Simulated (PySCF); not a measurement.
Ligands exchanged one at a time, Si SH-H. All species are isolated molecules in the gas phase. One relaxed conformer stands for each flexible species; it need not be the lowest. Strings in code marks are SMILES.

The HOMO–LUMO gap from two functionals at the same geometries (PBE0-D3(BJ)/def2-TZVP), both in PySCF: PBE-D3(BJ)/def2-TZVP and ωB97X-D3(BJ)/def2-TZVP. 

```csv
species,PBE-D3(BJ)/def2-TZVP (eV),ωB97X-D3(BJ)/def2-TZVP (eV)
0 of 4 SH replaced by H (`S[Si](S)(S)S`),5.02,11.68
1 of 4 SH replaced by H,5.41,12.01
"2 of 4 SH replaced by H (`[SiH2](S)S` (H–S–Si–S torsion 56°, S–Si–S–H torsion 56°))",5.23,11.89
3 of 4 SH replaced by H (`S[SiH3]`),5.54,12.01
4 of 4 SH replaced by H,8.74,15.46
```

Over these rows, drawn at random from the members with no instability flagged (it was tested for open shells, ions and some series alone), PBE minus ωB97X-D3(BJ): mean -6.62 eV, from -6.71 eV to -6.47 eV.
